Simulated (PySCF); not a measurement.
nitrogen (N2), SMILES N#N. Atoms are numbered in the order given.

```xyz
2

N      0.0000     0.0000    -0.5447
N      0.0000     0.0000     0.5447
```

Coordinates come from a PBE0-D3(BJ)/def2-TZVPD optimisation.

Level of theory: PBE0/pcJ-2 in PySCF.

Isotropic couplings with Fermi-contact, spin-dipole and both spin-orbit terms, one fixed conformer, no vibrational averaging. Isotopes: 14N.

Problem. Estimate the spin–spin coupling constants. (An estimate is asked for; the answer gives what the named calculation found.)

Solution. 
```csv
pair,bonds apart,J (Hz)
N1–N2,1,-1.3
```
